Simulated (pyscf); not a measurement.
Thermochemistry of product channels of Cl–Ge•(Cl)–Cl + water (H₂O) on the doublet surface, in eV, from ωB97M-D3(BJ)/def2-TZVP energies (ideal gas, 1 atm, RRHO with modes under 100 cm⁻¹ raised to 100, one conformer, R ln 2 for chiral ones without a mode under 150 cm⁻¹). Optimised with ωB97X-D3(BJ)/def2-SVP in PySCF.

```tsv
products	ΔE	ΔH(298 K)	ΔG(900 K)	ΔG(1200 K)
hydrogen chloride (HCl) + HO–Ge•(Cl)–Cl	?	+0.28	+0.21	?
Cl atom (Cl•) + HO–GeH(Cl)–Cl	+1.26	+1.22	+1.47	+1.52
```

Task: What belongs in the gaps?

Result: 
- hydrogen chloride (HCl) + HO–Ge•(Cl)–Cl, ΔE: +0.36
- hydrogen chloride (HCl) + HO–Ge•(Cl)–Cl, ΔG(1200 K): +0.17

These are energies of the channels, which say nothing of barriers. Left out: orbital degeneracy and the spin-orbit lowering of Cl. Elements up to Kr have no core potential and no relativistic terms here.
